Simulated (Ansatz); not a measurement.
Compare A (`CO/C=C/Cl`) with its isomer B (`ClCC1CO1`).

Computed with Ansatz on PBE0-D4/def2-TZVP structures; ΔE is electronic, products minus reactants. CBS: MP2 limit from def2 TZ/QZ plus the TZ coupled-cluster correction, frozen cores. Functionals use def2-TZVPP. B3LYP here is the variant with VWN-RPA as its local correlation; programs differ in this. One conformer a species, not always the lowest.

A:

```xyz
10

C    -0.289   -1.060    1.282
O    -0.537    0.155    0.607
C     0.278    0.395   -0.438
C    -0.037    1.286   -1.370
Cl    1.038    1.656   -2.657
H    -0.935   -1.072    2.158
H    -0.525   -1.920    0.647
H     0.756   -1.125    1.605
H     1.218   -0.152   -0.467
H    -0.967    1.838   -1.367
```

B:

```xyz
10

Cl    1.829   -1.618    0.217
C     0.616   -0.512    0.910
C    -0.484   -0.272   -0.073
C    -0.443    0.869   -0.976
O    -1.268    0.880    0.180
H     0.241   -0.978    1.821
H     1.115    0.423    1.162
H    -1.047   -1.154   -0.373
H     0.413    1.539   -0.944
H    -0.972    0.823   -1.924
```

(1) Which isomer does CCSD(T)/CBS put lower? Give the gap. (Estimate.)

(2) Give E(B) − E(A) in kJ/mol with PBE0-D4, B3LYP, ωB97M-V, r2SCAN-D4, B2PLYP, PBE-D4, CCSD(T)/def2-TZVPP. (An estimate is asked.)

Largest T1 diagnostic: 0.012.

Results:

(1) Ansatz gave: B, by 2.1 kJ/mol.

(2) Ansatz gave: PBE0-D4 -7.0, B3LYP 14.2, ωB97M-V -2.7, r2SCAN-D4 -1.4, B2PLYP 6.1, PBE-D4 -0.9, CCSD(T)/def2-TZVPP -1.9. The order is the other way round with B3LYP, B2PLYP.

In def2-TZVPP, CCSD(T) changes the Hartree–Fock value by −12.8 kJ/mol (the triples alone add +0.7 kJ/mol) and MP2 by −21.8 kJ/mol. From PBE to PBE0 (25 % exact exchange), in def2-TZVPP and without D4, E(B) − E(A) moves by −6.4 kJ/mol.
